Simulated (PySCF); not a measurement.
## NaP at ROHF-CCSD(T)

Level: ROHF-CCSD(T). Na x2c-SVPall, P x2c-SVPall; spin-free X2C with a Gaussian nucleus (PySCF 2.14).

* state: ³Σ⁻ (triplet), unpaired electrons π ↑↑
* bond length: 2.733 Å
* harmonic wavenumber: 248 cm⁻¹
* force constant: 0.477 mdyn/Å
* rotational constant Be: 0.1711 cm⁻¹
* anharmonicity ωexe: 1.52 cm⁻¹
* vibration–rotation constant αe: 0.00146 cm⁻¹
* well depth De to Na + P: 0.75 eV
* dissociation energy D0: 0.74 eV

Correlated steps freeze 6 core orbitals. Correlated levels converge slowly with the basis: in double zeta they bind strong bonds too weakly, by up to about 1 eV, and carry superposition errors of some tenths. The state is the lowest determinant that a PBE0 search found; another state may lie lower at other levels.
